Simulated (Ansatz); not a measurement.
A run of Ansatz (development build ahead of 0.2.0) on doublet PS at this shape:

```xyz
2

P     0.0000    0.0000    0.0000
S     0.0000    0.0000    4.4940
```

Its results:

```
Converged                       : yes
Total energy                    : -738.99593 hartree
Spin squared of the determinant : 0.750
Stability test                  : minimum among restricted orbitals
```

Q: Which input gives this output? Name the method, the orbitals and the basis set, and write the input.

A: PBE0 (restricted open-shell) in pcseg-2.

```yaml
crystal:
  periodic: [false, false, false]
  atoms:
    - { symbol: P, position_ang: [0.0, 0.0, 0.0] }
    - { symbol: S, position_ang: [0.0, 0.0, 4.494] }
basis:
  gaussian: { orbitals: pcseg-2 }
magnetization:
  initial_magnetization: 1
hamiltonian:
  xc: pbe0
```

Caution: stretched shape with no unrestricted run beside it, a lower state can exist; charge can spread falsely over distant fragments.
